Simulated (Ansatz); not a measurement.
# SiNH3 (triplet): wave-function methods side by side at distance N1–H4 along a hydrogen transfer = 1.313 Å, cc-pVDZ

How much of the correlation energy of SiNH3 (triplet) does each wave-function method recover here?

Method: cc-pVDZ, correlated electrons: outside noble gas; program: Ansatz 0.2.0, Gaussian basis.

Plan: UHF; CCSD(T) on ROHF; CCSD(T) on UHF; BCCD(T) on ROHF; CISD; CCSDT(Q) on ROHF; CCSDT(Q) on UHF; CASSCF and MRCISD+Q, 4 electrons in 4 orbitals; CASSCF and NEVPT2, 4 electrons in 4 orbitals.

## 1. The system

The geometry derives from fragments relaxed apart (PBE0/def2-TZVP) and kept rigid, so it is no stationary point. A hydrogen atom is moved between rigid fragments.

5 atoms, charge 0, spin multiplicity 3.

Atoms are counted from 1 here; the program's logs count them from 0.

Bond lengths: N1–H2 1.012 Å, N1–H3 1.012 Å, N1–H4 1.313 Å. Angles: H2–N1–H3 107.1°, H2–N1–H4 107.1°, H3–N1–H4 107.1°.

Coordinates:

```
N    -1.97947   -0.01264   -0.01967
H    -2.27675    0.95520   -0.01966
H    -2.27675   -0.41493    0.86059
H    -0.66647   -0.01264   -0.01967
Si    1.17453   -0.01263   -0.01967
```

In the tables R marks a restricted open-shell determinant and U an unrestricted one; 'pair' is the active space of 4 electrons in 4 orbitals; correlation energies count from the lowest restricted Hartree-Fock solution.

## 2. UHF

in.yaml reads:

```yaml
crystal:
  periodic: [false, false, false]
  atoms:
    - {symbol: N, position_ang: [-1.979470, -0.012635, -0.019666]}
    - {symbol: H, position_ang: [-2.276750, 0.955198, -0.019665]}
    - {symbol: H, position_ang: [-2.276749, -0.414935, 0.860594]}
    - {symbol: H, position_ang: [-0.666470, -0.012635, -0.019666]}
    - {symbol: Si, position_ang: [1.174530, -0.012634, -0.019666]}
basis:
  gaussian: {orbitals: cc-pVDZ}
magnetization: {spin_polarized: true, initial_magnetization: 2}
hamiltonian: {xc: hf}
output: {orbitals: {seedname: orbitals}}
```

The run is started by

```sh
$ ansatz run in.yaml --threads 1 --pin off --events-out ev --progress --plain --max-ram 2393MiB
```

Further steps of the session: CCSD(T) on ROHF; CCSD(T) on UHF; BCCD(T) on ROHF; CISD; CCSDT(Q) on ROHF; CCSDT(Q) on UHF; CASSCF and MRCISD+Q, 4 electrons in 4 orbitals; CASSCF and NEVPT2, 4 electrons in 4 orbitals.

Before running them: what should the planned runs give, taken together? Wanted: correlation energy, UCCSDT(Q); RMP2 from UCCSDT(Q); UMP2 from UCCSDT(Q); RCCSD from UCCSDT(Q); RCCSD(T) from UCCSDT(Q); UCCSD(T) from UCCSDT(Q); RCCSDT(Q) from UCCSDT(Q); NEVPT2 pair from UCCSDT(Q); MRCISD+Q pair from UCCSDT(Q).

As calculated:

| quantity | value |
| --- | --- |
| correlation energy, UCCSDT(Q) | -8.0789 eV |
| RMP2 from UCCSDT(Q) | +118.6 kJ/mol |
| UMP2 from UCCSDT(Q) | +123.5 kJ/mol |
| RCCSD from UCCSDT(Q) | +25.7 kJ/mol |
| RCCSD(T) from UCCSDT(Q) | +4.6 kJ/mol |
| UCCSD(T) from UCCSDT(Q) | +4.9 kJ/mol |
| RCCSDT(Q) from UCCSDT(Q) | 0.0 kJ/mol |
| NEVPT2 pair from UCCSDT(Q) | +116.4 kJ/mol |
| MRCISD+Q pair from UCCSDT(Q) | +8.3 kJ/mol |
| levels of the table within 1 kcal/mol (43 meV) | RCCSDT, UCCSDT, RCCSDT(Q) |
| T1 diagnostic | 0.045 |

What this shows: RCCSD(T) lands +4.6 kJ/mol from the yardstick (0.6 % of the correlation energy). Of the multireference levels listed MRCISD+Q pair comes nearest in total energy (+8.3 kJ/mol), which doesn't show that its space is the better one. These misses are within one basis, not against nature; the frozen cores of restricted and unrestricted runs differ, which can shift their rows.
